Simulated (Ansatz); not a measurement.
# BClSi: the cost of one run

Method: cc-pVTZ, core rule «outside noble gas», up to 11 orbitals frozen; program: Ansatz 0.2.0, Gaussian basis.

The runs, in order: UHF; CCSD(T) on RHF; CCSD(T) on UHF; BCCD(T) on RHF; CCSDT(Q) on RHF.

4 further runs of the same task are left out: 1 for a known fault of the program, 3 set aside as unsound or not needed.

## Step 1: The system

The geometry is a PBE0/def2-TZVP stationary point (not a proven minimum).

3 atoms, charge 0, spin multiplicity 1.

Atoms are counted from 1 here; the program's logs count them from 0.

Bond lengths: B1–Si2 1.913 Å, Si2–Cl3 2.063 Å. Angles: B1–Si2–Cl3 108.8°.

## Step 2: UHF

in.yaml reads:

```yaml
crystal:
  periodic: [false, false, false]
  atoms:
    - {symbol: B, position_ang: [0.000000, -0.926286, 1.954475]}
    - {symbol: Si, position_ang: [0.000000, 0.557870, 0.746812]}
    - {symbol: Cl, position_ang: [0.000000, -0.159478, -1.187612]}
basis:
  gaussian: {orbitals: cc-pVTZ}
magnetization: {spin_polarized: true, initial_magnetization: 0}
hamiltonian: {xc: hf}
output: {orbitals: {seedname: orbitals}}
```

The run is started by

```sh
$ ansatz run in.yaml --threads 1 --pin off --events-out ev --progress --plain --max-ram 4096MiB --backend cpu
```

**Question.** How long does this run take on 1 thread of AMD EPYC 7R13, shared host, and how much memory does it need?

About 17 s, with a peak of 0.27 GiB.
